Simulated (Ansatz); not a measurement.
# CH₂ (singlet): the correlation ladder at angle H2–C1–H3 = 156.3°, cc-pVDZ

One table from this session's results is given with a row withheld; the runs are named, their logs left out.

Computed with Ansatz 0.2.0, Gaussian basis. Level: cc-pVDZ, core rule «outside noble gas», up to 1 orbitals frozen.

Plan: UHF; CCSD(T) on RHF; CCSD(T) on UHF; BCCD(T) on RHF; CISD; CCSDT(Q) on RHF; CCSDT(Q) on UHF; CCSDTQ on RHF; CASSCF and MRCISD+Q, 2 electrons in 2 orbitals; CASSCF and NEVPT2, 2 electrons in 2 orbitals; CASSCF and MRCISD+Q, 6 electrons in 6 orbitals; CASSCF and MRCISD+Q(relaxed), 6 electrons in 6 orbitals; CASSCF and NEVPT2, 6 electrons in 6 orbitals; Full CI.

9 further runs of the same task are left out: 1 for a mislabelled method, 7 that didn't finish, 1 set aside as unsound or not needed.

## The system

The geometry derives from a PBE0/def2-TZVP stationary point (not a proven minimum). One angle is set to the value named; bond lengths are kept.

3 atoms, charge 0, spin multiplicity 1.

Atoms are counted from 1 here; the program's logs count them from 0.

Bond lengths: C1–H2 1.113 Å, C1–H3 1.113 Å. Angles: H2–C1–H3 156.3°.

Set-up of the first run:

in.yaml reads:

```yaml
crystal:
  periodic: [false, false, false]
  atoms:
    - {symbol: C, position_ang: [0.000000, -0.032833, 0.000000]}
    - {symbol: H, position_ang: [0.000000, 0.195622, -1.088804]}
    - {symbol: H, position_ang: [0.000000, 0.195622, 1.088804]}
basis:
  gaussian: {orbitals: cc-pVDZ}
magnetization: {spin_polarized: true, initial_magnetization: 0}
hamiltonian: {xc: hf}
output: {orbitals: {seedname: orbitals}}
```

The run is started by

```console
$ ansatz run in.yaml --threads 1 --pin off --events-out ev --progress --plain --max-ram 2393MiB
```

Steps of the session up to this table: UHF; CCSD(T) on RHF; CCSD(T) on UHF; BCCD(T) on RHF; CISD; CCSDT(Q) on RHF; CCSDT(Q) on UHF; CCSDTQ on RHF; CASSCF and MRCISD+Q, 2 electrons in 2 orbitals; CASSCF and NEVPT2, 2 electrons in 2 orbitals; CASSCF and MRCISD+Q, 6 electrons in 6 orbitals; CASSCF and MRCISD+Q(relaxed), 6 electrons in 6 orbitals; CASSCF and NEVPT2, 6 electrons in 6 orbitals; Full CI.

One of the session's tables, all rows but one given; the rest of the session is left out.

It belongs to the step «Misses and costs». 

| method | from FCI (kcal/mol) |
| --- | --- |
| RHF | +92.52 |
| RMP2 | +23.66 |
| CISD | +9.93 |
| RCCSD | +5.65 |
| RCCSD(T) | +2.60 |
| BCCD(T) | +2.61 |
| RCCSDT | +0.37 |
| RCCSDT(Q) | +0.01 |
| RCCSDTQ | +0.01 |
| CASSCF pair | ? |
| NEVPT2 pair | +14.69 |
| MRCISD pair | +3.55 |
| MRCISD+Q pair | -0.42 |
| FCI | 0 |

Q: Estimate the row for CASSCF pair from the others.

The run gave: from FCI (kcal/mol): +79.66. In the column «from FCI (kcal/mol)» it lies between RMP2 (+23.66) and RHF (+92.52).

Left out of the table: CASSCF valence, NEVPT2 valence, MRCISD valence, MRCISD+Q valence (the active space lost an orbital or holds another state than full CI finds).

Caveats from the session: The report flags that the cluster equations may have other roots. Left out of the table: UHF, UMP2, UCCSD, UCCSD(T), UCCSDT, UCCSDT(Q), MRCISD+Q(relaxed) valence (another determinant or state than the rows shown). The program flags RCCSDT(Q), RCCSDTQ as in doubt, so those rows may rest on another solution; read them beside their warnings. MRCISD+Q pair falls below full CI: the +Q correction isn't variational, and the cores differ from full CI's.
